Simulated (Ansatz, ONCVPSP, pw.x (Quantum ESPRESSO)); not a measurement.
## technetium (Tc): does the ONCV potential hold in the solid?

ONCVPSP 4.0.1.1 (patched build) input, shortened (lines: element, Z, core and valence counts, functional; n l f; lmax; l rc ep ncon nbas qcut; lloc lpopt rc5 dvloc0; l nproj debl; icmod fcfact rcfact), PBEsol, scalar-relativistic:

```
  Tc 43.00    7    4  -116133      upf
    1    0    2.00
    2    0    2.00
    2    1    6.00
    3    0    2.00
    3    1    6.00
    3    2   10.00
    4    0    2.00
    4    1    6.00
    4    2    5.00
    5    0    1.75
    5    1    0.25
    2
    0    2.15    0.00    3    8    3.00
    1    2.22    0.00    4    8    6.40
    2    2.15    0.00    4    9    7.90
    0    5    2.15    0.00
    0    0    1.90
    1    3    1.00
    2    1    3.00
    0    0.00    0.00
```

Crystal test: bcc Tc in pw.x 7.5, no spin, 15³ k-points, Fermi–Dirac smearing 0.01 Ry, cutoffs 60/240 Ry. The reference is all-electron LAPW (Ansatz 0.2.0) with the same functional, mesh and smearing; V0 and B0 come from Birch–Murnaghan fits to the pressures at five volumes. Errors are pseudo minus all-electron; Δ is the rms difference of the E(V) curves that follow from these fits, minima aligned, over ±6 % about the mean V0. Mesh and smearing are coarse, so the numbers serve the comparison and aren't converged zero-temperature values; the lattice is a test structure that the element need not adopt.

| V (Å³/atom) | P all-electron (GPa) | P pseudo (GPa) |
| --- | --- | --- |
| 13.494 | 18.26 | 58.67 |
| 13.849 | 8.52 | 44.72 |
| 14.204 | 0.02 | 32.55 |
| 14.559 | -7.38 | 21.91 |
| 14.914 | -13.82 | 12.61 |

All-electron: a0 = 3.051 Å (V0 = 14.20 Å³/atom), B0 = 316.6 GPa.

Pseudopotential: mean pressure error (GPa): +32.97. The pressure does not cross zero within the volumes sampled, so no fit is given. This is a poor potential for the solid.

Question: At the middle volume, how do free energy and pressure move when the wave cutoff is lowered (ecutrho kept at four times it)?

Answer:

```tsv
cutoff (Ry)	shift of F (meV/atom)	shift of P (GPa)
27	+3243.1	-155.39
36	+300.1	-21.58
48	+8.7	-0.78
```

The run at the middle volume (120 k-points, 7 iterations) took about 11 s on one core of a shared host (Neoverse-V1, 32 threads, 126 GiB, load 10).
